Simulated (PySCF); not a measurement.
A geometry optimisation on `ClCl` (Cl2).

Computed with PBE/6-31+G* geometry optimisation, gas phase (PySCF 2.14.0). Start geometry: GFN2-xTB. The input is one job of a driver script: a line of settings, then coordinates in Å.

Input:
```
{"job": {"xc": "PBE", "basis": "6-31+G*", "grid": 1, "kind": "geom"}, "charge": 0, "multiplicity": 1}
Cl     1.009659    -0.003028    -0.002678
Cl    -1.006902     0.004296    -0.011471
```

Output:
```
step   0  E = -919.94250858  max force = 0.010302
step   1  E = -919.94278765  max force = 0.000598
step   2  E = -919.94278860  max force = 0.000290
optimisation converged
```

Energies in Eh; «max force» is the largest Cartesian gradient component in Eh/bohr.

**Question.** Give the first gradient maximum in eV/Å.

**Answer.** With 1 Eh/bohr = 51.422 eV/Å, 0.530 eV/Å.

**Question.** How much energy does the optimisation release, in kJ/mol?

**Answer.** E(step 0) − E(last step) = 0.000280 Eh, which is 0.7 kJ/mol.

Summary of the converged run: final energy -919.94279 Eh after 2 steps; dipole 0.00 D.

**Question.** How long does this job take on Arm Neoverse V1, one thread, shared host with 32 logical CPUs at a one-minute load of 16? And the peak memory of the process?

**Answer.** About 1.8 s, with 0.25 GiB resident at the peak, the Python interpreter and its libraries included.
Labels such as C1 count atoms from 1, the log's own numbers from 0.
